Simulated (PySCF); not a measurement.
# Where the electron goes

Sodium amide, H₂NNa.
SMILES with atom numbers: `[NH2:1][Na:2]` (hydrogens: H3, H4 on N1)

Cartesian coordinates in Å at the PBE0-D3(BJ)/def2-SVP level; atoms count from 1:
```xyz
4
H2NNa angstrom
N     -0.2137    0.0059    0.1340
Na     1.8564   -0.0364   -0.0266
H     -0.7981    0.8217   -0.0596
H     -0.8242   -0.7817   -0.0935
```

Level of theory: PySCF 2.14.0, density-fitted response routines, TDDFT CAM-B3LYP/def2-SVPD, vertical, gas phase, core orbitals frozen in the response.

Frontier orbitals with the atoms that hold most of them (Löwdin shares over 4%, at most four atoms; ? is withheld):

```tsv
orbital	ε (eV)	atoms
LUMO+2	0.65	Na2 97%
LUMO+1	0.55	Na2 99%
LUMO	-0.84	?
HOMO	-5.50	N1 70%, H4 10%, H3 10%, Na2 9%
HOMO-1	-8.01	?
HOMO-2	-11.26	N1 56%, H3 21%, H4 21%
HOMO-3	-20.88	N1 53%, H4 21%, H3 21%, Na2 6%
```

Which atoms hold the HOMO-1, and with what shares?

N1 (bonded to Na and 2 H) 69%; H4 (bonded to N) 12%; H3 (bonded to N) 11%; Na2 (bonded to N) 8%. By element: nitrogen 69%, hydrogen 23%, sodium 8%.

Give the leading atoms of the LUMO.

Na2 (bonded to N) 96%.

How does S1 compare with the orbital gap of 4.65 eV?

S1 is at 2.08 eV (f = 0.031), 2.57 eV below the gap, made of HOMO→LUMO (94%). Without the coupling terms of the response equations the lowest excitation would equal the gap.

Give energy, strength and leading configuration of S1, S2 and S5, and follow the Löwdin shares of the leading atoms from the occupied to the empty orbital.

- S1 (2.08 eV, f 0.031), HOMO→LUMO (94%): N1 70% → at most 4%, H4 10% → at most 4%, Na2 9% → 96%
- S2 (3.64 eV, f 0.0061), HOMO→LUMO+1 (94%): N1 70% → at most 2%, H4 10% → at most 2%, Na2 9% → 99%
- S5 (4.68 eV, f 0.136), HOMO-1→LUMO (86%): N1 69% → at most 4%, H4 12% → at most 4%, Na2 8% → 96%

Löwdin shares depend on the basis, the more so with diffuse functions.

On Arm Neoverse V1, one thread (shared host), this took 3.4 s of wall time.
